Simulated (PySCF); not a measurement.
# One shape, several levels: SiH2F2 (SMILES F[SiH2]F)

We compute a comparison of 6 runs (HF/STO-3G, HF/3-21G, BLYP/6-31G, PBE0/def2-SVP, MP2/6-31G*, CCSD(T)/def2-TZVP) of SiH2F2. 

The calculation is run with PySCF 2.14.0.

### 1 Starting point

SiH2F2: 5 atoms, total charge 0, spin state singlet. As SMILES, `F[SiH2]F`. The coordinates come from a PBE0-D4/def2-TZVP relaxation.

Bond lengths: F1–Si2 1.586 Å, Si2–F3 1.586 Å, Si2–H4 1.474 Å, Si2–H5 1.474 Å. Angles: F1–Si2–F3 108.0°, F1–Si2–H4 108.5°, F1–Si2–H5 108.5°, F3–Si2–H4 108.5°, F3–Si2–H5 108.5°, H4–Si2–H5 114.6°.

### 2 Energy and gradient at HF/STO-3G (run 1)

run.py reads:

```python
# F[SiH2]F
from pyscf import gto, scf

mol = gto.M(
    atom=[
    ('F', (-1.079010, 0.538200, 0.980720)),
    ('Si', (-0.005220, -0.000540, -0.054090)),
    ('F', (1.247630, -0.520590, 0.766910)),
    ('H', (-0.590470, -1.138740, -0.786300)),
    ('H', (0.427070, 1.121680, -0.907250)),
],
    spin=0,
    max_memory=1860,
    charge=0,
    basis='sto-3g',
    verbose=4,
)

calc0 = scf.RHF(mol)
calc0.conv_tol = 1e-10
calc0.kernel()
if not calc0.converged:
    calc0 = calc0.newton().run(calc0.mo_coeff, calc0.mo_occ)

etot = calc0.e_tot
print('E(%s) = %.9f' % ('HF', etot))
grad = calc0.nuc_grad_method().kernel()
dip = calc0.dip_moment()
pop, q = calc0.mulliken_pop()
```

The run is started by

```bash
$ OMP_NUM_THREADS=1 python run.py
```

The log of the run:

```text
PySCF version 2.14.0

[... 57 lines left out ...]
converged SCF energy = -482.868194020108
[... 12 lines left out ...]
Dipole moment(X, Y, Z, Debye): -0.12081, -0.01259, -1.25201
[... 27 lines left out ...]
charge of    4H =     -0.17054
```

Run time: 0.74 s. Hardware: 1 thread of Arm Neoverse V2, shared host; peak memory 0.12 GiB.

### 3 Energy and forces at HF/3-21G (run 2)

calc.py reads:

```python
from pyscf import gto, scf

molecule = gto.M(
    atom=[
    ('F', (-1.079010, 0.538200, 0.980720)),
    ('Si', (-0.005220, -0.000540, -0.054090)),
    ('F', (1.247630, -0.520590, 0.766910)),
    ('H', (-0.590470, -1.138740, -0.786300)),
    ('H', (0.427070, 1.121680, -0.907250)),
],
    spin=0,
    charge=0,
    verbose=4,
    basis='3-21g',
    max_memory=1860,
)

hf = scf.RHF(molecule)
hf.conv_tol = 1e-10
hf.kernel()
if not hf.converged:
    hf = hf.newton().run(hf.mo_coeff, hf.mo_occ)

energy = hf.e_tot
print('E = %.10f Eh' % energy)
grad = hf.nuc_grad_method().kernel()
dip = hf.dip_moment()
pop, q = hf.mulliken_pop()
```

The run is started by

```bash
$ OMP_NUM_THREADS=1 python calc.py
```

The log of the run:

```text
PySCF version 2.14.0

[... 57 lines left out ...]
converged SCF energy = -486.471178336423
[... 12 lines left out ...]
Dipole moment(X, Y, Z, Debye): -0.20613, -0.02149, -2.13627
[... 41 lines left out ...]
charge of    4H =     -0.26709
```

It took 0.74 s on 1 thread of Arm Neoverse V2, shared host; peak memory 0.12 GiB.

Runs 3 to 5 aren't shown in full; the table further down has their settings and results.

### 4 The energy at CCSD(T)/def2-TZVP (run 6)

input.py reads:

```python
from pyscf import gto, cc

mol = gto.M(
    atom='''
F     -1.079010     0.538200     0.980720
Si    -0.005220    -0.000540    -0.054090
F      1.247630    -0.520590     0.766910
H     -0.590470    -1.138740    -0.786300
H      0.427070     1.121680    -0.907250
''',
    max_memory=1860,
    basis='def2-tzvp',
    verbose=4,
)

myscf = mol.RHF()
myscf.conv_tol = 1e-10
myscf.kernel()
if not myscf.converged:
    myscf = myscf.newton().run(myscf.mo_coeff, myscf.mo_occ)

mycc = cc.CCSD(myscf, frozen=7)
mycc.kernel()
e_t = mycc.ccsd_t()
energy = mycc.e_tot + e_t
print(f'total energy: {energy:.8f} hartree')
myscf.analyze()
```

The run is started by

```bash
$ OMP_NUM_THREADS=1 python input.py
```

The log of the run:

```text
PySCF version 2.14.0

[... 59 lines left out ...]
converged SCF energy = -489.213984696136
[... 43 lines left out ...]
MO #6   energy= -4.30239576469816  occ= 2
[... 14 lines left out ...]
MO #21  energy= 0.202615189793287  occ= 0
[... 14 lines left out ...]
MO #36  energy= 0.858281047505513  occ= 0
[... 14 lines left out ...]
MO #51  energy= 1.48065124203533   occ= 0
[... 14 lines left out ...]
MO #66  energy= 2.7770048642366    occ= 0
[... 14 lines left out ...]
MO #81  energy= 4.51865461803048   occ= 0
[... 14 lines left out ...]
MO #96  energy= 7.46244923827279   occ= 0
[... 14 lines left out ...]
MO #111 energy= 58.6710394986739   occ= 0
[... 119 lines left out ...]
Dipole moment(X, Y, Z, Debye): -0.16161, -0.01683, -1.67467
```

It took 58 s on 1 thread of Arm Neoverse V2, shared host; peak memory 0.84 GiB.

### 5 Overview of the runs

| run | level | integration grid | frozen core orbitals | energy (Eh) | dipole moment (D) of the reference | HOMO energy (eV) | LUMO energy (eV) | wall time |
| --- | --- | --- | --- | --- | --- | --- | --- | --- |
| 1 | HF/STO-3G | – | – | -482.868194 | 1.26 | -10.35 | 13.01 | 0.74 s |
| 2 | HF/3-21G | – | – | -486.471178 | 2.15 | -13.61 | 4.76 | 0.74 s |
| 3 | BLYP/6-31G | 5 | – | -490.329313 | 2.07 | -8.27 | -0.16 | 5.1 s |
| 4 | PBE0/def2-SVP | 5 | – | -489.921595 | 1.47 | -9.78 | 0.97 | 7.8 s |
| 5 | MP2/6-31G* (spherical functions) | – | 7 | -489.498706 | 1.72 | -13.55 | 4.10 | 2.4 s |
| 6 | CCSD(T)/def2-TZVP | – | 7 | -489.861664 | 1.68 | -13.62 | 3.33 | 58 s |

### 6 Outcome

```
                                          quantity          value
                               run 6: total energy  -489.86166 Eh
       run 6: dipole moment (Hartree–Fock density)         1.68 D
        run 6: HOMO energy (Hartree–Fock orbitals)      -13.62 eV
        run 6: LUMO energy (Hartree–Fock orbitals)        3.33 eV
      run 6: HOMO–LUMO gap (Hartree–Fock orbitals)       16.95 eV
run 6: correlation energy (7 core orbitals frozen)     -647.7 mEh
                             run 6: (T) correction     -16.79 mEh
                              run 6: T1 diagnostic          0.011
```

What this shows: Over runs 1, 2, 3, 4 the dipole moment (its size) runs from 1.26 D (HF/STO-3G) to 2.15 D (HF/3-21G). Over runs 1, 2, 3, 4 the HOMO–LUMO gap runs from 8.10 eV (BLYP/6-31G) to 23.37 eV (HF/STO-3G). The two ends differ in method and basis. Totals of different functionals can't be ranked against each other. In run 1 the basis is minimal, so the values are rough. All runs together took 75 s, the longest 58 s.
